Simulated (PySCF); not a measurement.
Compound: C4H6NO (doublet state).
Geometry (GFN2-xTB, Å), atoms numbered from 1 in this order:
```
atom  x, y, z in Å
C1    -1.060    0.907    0.096
C2    -0.433   -0.439    0.042
O3    -0.772   -1.309   -0.965
C4     0.914   -0.690    0.645
C5     1.867    0.073   -0.133
N6     2.521    0.723   -0.813
H7    -2.127    0.841   -0.120
H8    -0.613    1.602   -0.627
H9    -0.932    1.340    1.086
H10   -1.477   -0.937   -1.506
H11    0.952   -0.360    1.687
H12    1.160   -1.751    0.580
```

The hyperfine couplings belong to this conformer and change with its torsions.

The species is `C(#N)C[C](O)C` [radical].

Computed with PySCF, UKS B3LYP, pcH-1 on C H N O, non-relativistic, mean-field spin-orbit, GIAO. Geometry: GFN2-xTB, one conformer, isolated molecule. Couplings are sensitive to structure, and on GFN2-xTB geometries they can be far from those on DFT ones. No stability test was run, so a lower SCF solution isn't excluded.

The isotropic 13C couplings are +158.7, +83.0, -20.8, -8.8 MHz. Assign them to C1; C2; C4; C5.

| site | a_iso (MHz) | ρ(0) (bohr⁻³) | position | distance from C2 (Å) | spin population | largest \|T\| (MHz) |
| --- | --- | --- | --- | --- | --- | --- |
| C1 | -20.8 | -0.0185 | 1 bond from C2 | 1.49 | -0.07 | 3.3 |
| C2 | +158.7 | +0.1411 | largest spin population | 0.00 | +0.85 | 154.9 |
| C4 | -8.8 | -0.0079 | 1 bond from C2 | 1.50 | -0.06 | 2.7 |
| C5 | +83.0 | +0.0739 | 2 bonds from C2 | 2.36 | +0.03 | 7.0 |

Match the computed a_iso(1H) values +59.7, +26.0, -8.0 MHz (means over equivalent nuclei) with the sites H7/H8/H9; H10; H11/H12.

| site | a_iso (MHz) | ρ(0) (bohr⁻³) | position | distance from C2 (Å) | bound to | spin population there | largest \|T\| (MHz) |
| --- | --- | --- | --- | --- | --- | --- | --- |
| H7/H8/H9 | +59.7 | +0.0134 | β, 2 bonds from C2 | 2.14 | C1 | -0.07 | 8.9 |
| H10 | -8.0 | -0.0018 | β, 2 bonds from C2, on O3 of spin population +0.12 | 1.93 | O3 | +0.12 | 20.8 |
| H11/H12 | +26.0 | +0.0058 | β, 2 bonds from C2 | 2.14 | C4 | -0.06 | 9.7 |

ρ(0) is the spin density at the nucleus and T the dipolar tensor; entries for several nuclei are means. The largest Mulliken spin populations are on C2 (+0.85), O3 (+0.12), H8 (+0.07) and C1 (-0.07). No atom but C2 exceeds +0.15. The positive populations add up to 1.13 and the negative ones to -0.13, together 2S = 1. The angles at C2 add up to 355.2°, so it is nearly planar.

Examples of negative spin density at the nucleus (bohr⁻³): C1 (-0.0185), C4 (-0.0079) and H10 (-0.0018).

Nuclei that the bonding pattern makes equivalent are averaged, as if the motion that swaps them (rotation, inversion, ring flip) were fast. The three 1H nuclei of mean +59.7 MHz run from 22.1 to 124.2 MHz in the frozen geometry. The 1H value of +26.0 MHz is a mean of couplings from 19.8 to 32.1 MHz in this one geometry, not an average over conformers.
